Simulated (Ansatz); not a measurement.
Ansatz (a quantum-chemistry and plane-wave program) input (CCSD(T)/cc-pV(Q+d)Z): A basis named .json is the Basis Set Exchange file of that set (core-valence sets with the plain set on hydrogen).

Ansatz 0.2 input:
```yaml
crystal:
  periodic: [false, false, false]
  atoms:
    - {symbol: P, position_ang: [-0.00494663, -0.00315703, 0.11662516]}
    - {symbol: H, position_ang: [0.03811855, 1.04938416, -0.84687971]}
    - {symbol: H, position_ang: [0.03608089, -1.00202865, -0.90249773]}
basis:
  gaussian:
    orbitals: cc-pV_Q+d_Z.json
total_charge: 1
magnetization: {spin_polarized: false}
correlation: {method: ccsd_t, electrons: outside_noble_gas}
```

Output:

```
Functional definition: HF
integrals: 0.20 GiB planned
739 factors; integrals over basis functions are off by at most 6.5e-4 eV
mean field: 0.25 GiB planned
mean field evaluation 1: about -9293.7203 eV, gradient 8.7e0 eV
mean field evaluation 2: about -9293.7205 eV, gradient 8.7e0 eV
mean field evaluation 4: about -9294.0297 eV, gradient 5.1e-1 eV
mean field evaluation 8: about -9294.0320 eV, gradient 3.4e-4 eV
mean field evaluation 16: about -9294.0320 eV, gradient 3.3e-6 eV
mean field -9294.03203570 eV, -341.5493775907 hartree, gradient 3.3e-6 eV, S^2 0.000000; 0 other end points of the search recorded, 0 dependent functions left out; unrestricted orbitals would lower it
5 core orbitals not correlated
reference -9294.03203570 eV, -341.5493775907 hartree; 3, 3 occupied and 116, 116 virtual orbitals, 739 factors
second order -3.54018595 eV of doubles, -0.00000000 eV of singles
coupled cluster: 0.43 GiB planned
cycle   1  -4.02566213 eV  change   -4.9e-1 eV  update   5.8e-2
cycle   2  -4.26648040 eV  change   -2.4e-1 eV  update   2.6e-2
cycle   3  -4.27685996 eV  change   -1.0e-2 eV  update   8.2e-3
cycle   4  -4.27893364 eV  change   -2.1e-3 eV  update   3.4e-3
cycle   5  -4.27922151 eV  change   -2.9e-4 eV  update   1.3e-3
cycle   6  -4.27921199 eV  change    9.5e-6 eV  update   4.0e-4
cycle   7  -4.27938685 eV  change   -1.7e-4 eV  update   1.4e-4
cycle   8  -4.27937444 eV  change    1.2e-5 eV  update   4.4e-5
cycle   9  -4.27935758 eV  change    1.7e-5 eV  update   1.1e-5
cycle  10  -4.27936410 eV  change   -6.5e-6 eV  update   3.0e-6
perturbative correction -0.12666130 eV, -0.0046547171 hartree
Total energy: -9298.43806110 eV, -341.7112960376 hartree
```
